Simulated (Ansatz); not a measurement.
Reaction (hydrogenolysis of the Si–F bond): `F[SiH2]Cl` + H₂ → `[SiH3]Cl` + H–F

Program: Ansatz. Geometries: PBE0-D4/def2-TZVP. ΔE: electronic, gas phase. CCSD(T)/CBS is extrapolated from def2-TZVPP and def2-QZVPP, frozen cores. DFT in def2-TZVPP. B3LYP here is the variant with VWN-RPA as its local correlation; programs differ in this. HSE06 is defined as in plane-wave codes.

`F[SiH2]Cl`:

```xyz
5

F     0.281    1.085   -1.132
Si   -0.117    0.022   -0.019
Cl    1.583   -0.781    0.761
H    -0.899   -1.051   -0.662
H    -0.847    0.725    1.053
```

H₂:

Cartesian coordinates in Å:
```
H -0.104 0.315 -0.170
H 0.104 -0.315 0.170
```

`[SiH3]Cl`:

Z-matrix (Å, degrees):
```
Si
Cl 1 2.054
H 1 1.481 2 108.5
H 1 1.481 2 108.5 3 -120.0
H 1 1.481 2 108.5 3 120.0
```

H–F:

Cartesian coordinates in Å:
```
F -0.329 0.197 -0.254
H 0.329 -0.197 0.254
```

| level | ΔE (kJ/mol) | difference from CCSD(T)/CBS |
| --- | --- | --- |
| LDA (SPW92) | 114.9 | -6.0 |
| BLYP-D4 | 124.1 | 3.2 |
| B97M-V | 126.3 | 5.4 |
| B3LYP-D4 | 122.1 | 1.2 |
| r2SCAN0-D4 | 122.4 | 1.5 |
| CAM-B3LYP-D4 | 124.0 | 3.1 |
| ωB97X-V | 120.5 | -0.4 |
| ωB97M-V | 122.4 | 1.5 |
| B2PLYP | 122.6 | 1.7 |
| PBE-QIDH | 116.0 | -4.9 |
| revPBE | 111.1 | -9.8 |
| BLYP | 121.5 | 0.6 |
| PBE0 | 111.2 | -9.7 |
| B3LYP | 120.2 | -0.7 |
| r2SCANh | 124.9 | 4.0 |
| r2SCAN0 | 122.1 | 1.2 |
| HSE06 | 110.9 | -10.0 |
| BHLYP | 121.2 | 0.3 |
| RPA@PBE/def2-TZVPP | 115.6 | -5.3 |
| HF/def2-SVP | 100.4 | -20.5 |
| CCSD/def2-SVP | 104.0 | -16.9 |
| CCSD(T)/def2-SVP | 105.4 | -15.5 |
| MP2/def2-TZVPP | 122.6 | 1.7 |
| SCS-MP2/def2-TZVPP | 122.0 | 1.1 |
| CCSD/def2-TZVPP | 116.0 | -4.9 |
| CCSD(T)/def2-TZVPP | 117.5 | -3.4 |
| HF/def2-QZVPP | 120.6 | -0.3 |
| MP2/def2-QZVPP | 124.2 | 3.3 |
| SCS-MP2/def2-QZVPP | 123.5 | 2.6 |
| CCSD(T)/def2-QZVPP | 120.1 | -0.8 |
| HF/CBS(def2) | 120.9 | 0.0 |
| MP2/CBS(def2) | 124.2 | 3.3 |
| CCSD/CBS(def2) | 119.7 | -1.2 |
| HF/cc-pV(D+d)Z | 94.7 | -26.2 |
| HF/cc-pV(T+d)Z | 119.6 | -1.3 |
| MP2/cc-pV(T+d)Z | 126.0 | 5.1 |
| CCSD/cc-pV(T+d)Z | 118.4 | -2.5 |
| CCSD(T)/cc-pV(T+d)Z | 120.1 | -0.8 |
| MP2/CBS(cc) | 127.0 | 6.1 |
| CCSD(T)/CBS(cc) | 123.6 | 2.7 |
| CCSD(T)/CBS | 120.9 | 0 |

Largest T1 diagnostic among the species: 0.010.

From r2SCAN to r2SCAN0 (25 % exact exchange), in def2-TZVPP and without D4, ΔE moves by −4.7 kJ/mol. Leaving LDA and LC-ωPBE aside and taking each functional with its dispersion term where it has one, the values, not all of them listed here, spread over 15.3 kJ/mol, from HSE06-D4 to r2SCAN-D4.
